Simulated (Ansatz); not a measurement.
System: 2H WS2. Method: r²SCAN+rVV10 (Ansatz, a first-principles code, PAW).

Settings: plane-wave cutoff 600 eV, 12×12×4 k mesh (along the axes of the cell as run), no spin polarisation, scalar-relativistic PAW data made under PBE.

Cell (relaxed at this level):

```xyz
6
Lattice="3.1700 0.0000 0.0000 -1.5850 2.7453 0.0000 0.0000 0.0000 12.4918" Properties=species:S:1:pos:R:3 pbc="T T T"
W      1.5850     0.9151     9.3689
W      0.0000     1.8302     3.1230
S      1.5850     0.9151     4.6857
S      0.0000     1.8302    10.9316
S      0.0000     1.8302     7.8061
S      1.5850     0.9151     1.5602
```

Task: Predict the Voigt–Reuss–Hill bulk modulus, elastic constant C44, polycrystal shear modulus (Hill average), elastic constant C66, elastic constant C11, elastic constant C12, elastic constant C13 and elastic constant C33.

Result: 
- Voigt–Reuss–Hill bulk modulus = 60.3 GPa
- elastic constant C44 = 16.0 GPa
- polycrystal shear modulus (Hill average) = 43.2 GPa
- elastic constant C66 = 98.4 GPa
- elastic constant C11 = 256 GPa
- elastic constant C12 = 59.4 GPa
- elastic constant C13 = 9.97 GPa
- elastic constant C33 = 48.7 GPa

Measured, for comparison: elastic constant C33 60 ± 5 GPa (temperature not stated, no zero-point or thermal correction; as tabulated in Björkman et al. (2012), arXiv:1206.3542). Computed (rounded) less measured: elastic constant C33 -19 %.

Elastic constants are with the ions relaxed.

Spin–orbit coupling is not included.

Static lattice: no zero-point or thermal effects.
